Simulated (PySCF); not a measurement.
Predicted microwave data (PBE0-D3(BJ)/def2-TZVP geometry optimisation, gas phase in PySCF 2.14.0) for one isomer of C4H5NS:

- Rotational constants: A = 5411, B = 3295, C = 2074 MHz
- Dipole components: |μa| = 0.13 D, |μb| = 1.22 D, |μc| = 0.02 D
- Inertial defect: -3.14 u·Å²
- κ: -0.27

**Question.** Which candidate fits, each taken in the one conformer that was computed?
A. `CC1=CSC=N1`
B. `Cc1nccs1`
C. `Nc1ccsc1`

**Answer.** B. It is Cc1nccs1, an asymmetric top. The candidates at the same level (rigid rotor, commonest isotopes):

| SMILES | A (MHz) | B (MHz) | C (MHz) | μa (D) | μb (D) | μc (D) | Δ (u·Å²) | point group | rotor |
| --- | --- | --- | --- | --- | --- | --- | --- | --- | --- |
| Nc1ccsc1 | 7215 | 2544 | 1885 | 1.52 | 0.15 | 1.04 | -0.57 | – | asymmetric top |
| Cc1cscn1 | 7407 | 2555 | 1922 | 0.24 | 1.27 | 0.01 | -3.12 | near Cs | asymmetric top |
| Cc1nccs1 | 5411 | 3295 | 2074 | 0.13 | 1.22 | 0.02 | -3.14 | near Cs | asymmetric top |

`Nc1ccsc1` has A 33 % too high; `Cc1cscn1` has A 37 % too high. No structure here is proved a minimum.
